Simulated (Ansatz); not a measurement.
C5H10: a line through the functionals

The species is C5H10 (15 atoms), meant as a singlet with charge 0. As SMILES, `C=CC(C)C`. The coordinates come from a PBE0-D4/def2-TZVP relaxation. This is one conformer, not always the lowest.

The HOMO–LUMO gap y, in eV, basis def2-SVP; a is the functional's share of exact exchange. Programs: Ansatz 0.2.0.

| functional | program | a | y (eV) |
| --- | --- | --- | --- |
| r2SCAN | Ansatz | 0 | 6.20 |
| revPBE | Ansatz | 0 | 5.78 |
| B3LYP | Ansatz | 0.2 | ? |
| PBE0 | Ansatz | 0.25 | 7.97 |
| BHLYP | Ansatz | 0.5 | 10.12 |

Question: Fit y = c + s·a to the known rows and predict B3LYP.

Answer: 
1. Means of the 4 rows: a = 0.1875, y = 7.518.
2. Σ(Δa)² = 0.17188, Σ(Δa·Δy) = 1.4144, so the slope is 1.4144/0.17188 = 8.229.
3. Intercept: 7.518 − (8.229) × 0.1875 = 5.975. The largest residual of the fit is 0.23.
4. B3LYP: 5.975 + (8.229) × 0.2 = 7.62 eV.

The run gave 7.50 eV, so the prediction is off by +0.12 eV, within the scatter of the fit. Exact exchange lowers occupied levels and raises empty ones. The rows mix families of semi-local functionals, which the line can't see.
